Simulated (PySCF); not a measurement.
**BH: singlet, from a linear start**

Aim: relax BH as a singlet from a linear start, check by its vibrations whether the end is a minimum, and collect its spectrum and constants.

Computed with PySCF 2.14.0. Level: B3LYP, basis B def2-SVP, H def2-SVP, no relativity, density fitting.

## 1. Where the work starts

2 atoms, charge 0, spin multiplicity 1.

Bond lengths: B1–H2 1.228 Å.

Z-matrix (Å, degrees; charge 0 multiplicity 1):
```
B
H  1 1.2280
```

## 2. The SCF at the typed geometry

The steps below are one call of a driver around PySCF. For each, scf.py gives the equivalent set-up of the SCF; relaxations use the driver's own optimiser. After this first run the driver tries any further starts and a stability analysis.

scf.py

```python
from pyscf import gto, scf, dft
mol = gto.M(atom='''
B      0.000000     0.000000     0.000000
H      0.000000     0.000000     1.228000''',
    basis={'B': 'def2-SVP', 'H': 'def2-SVP'},
    charge=0, spin=0)
mf = dft.RKS(mol, xc='B3LYP')
mf.grids.atom_grid = (50, 194)
aux = {'B': 'def2-universal-JKFIT', 'H': 'def2-universal-JKFIT'}
mf = mf.density_fit(auxbasis=aux)
mf.conv_tol = 1e-08
mf.diis_space = 10
mf.max_cycle = 60
mf.init_guess = 'minao'
mf.verbose = 4
mf.kernel()
```

Command:

```sh
> OMP_NUM_THREADS=2 python axn.py task.json out
```

The runs that follow: Relaxation: linear start, singlet; Is it a minimum? Harmonic modes.

**Question.** What will these runs give? Wanted: minimum; geometry; wavenumbers; dipole moment; highest occupied, lowest empty level; polar-tensor charge of B1; zero-point energy; atomisation energy.

As calculated:

```
                                 quantity            value
                                  minimum     singlet, C∞v
                                 geometry      B–H 1.248 Å
                       wavenumbers (cm⁻¹)        2364 (σ+)
                            dipole moment           1.59 D
     highest occupied, lowest empty level  -6.42, -2.54 eV
                polar-tensor charge of B1          +0.02 e
                        zero-point energy      14.1 kJ/mol
                      entropy at 298.15 K  172.1 J/(mol K)
atomisation energy (no zero-point energy)       347 kJ/mol
```

In words: The molecule stays C∞v, as typed, and the end point is a minimum. The strongest infrared band lies at 2364 cm⁻¹ (σ+, stretch). Only this shape and spin were tried, so other structures or states may lie lower.
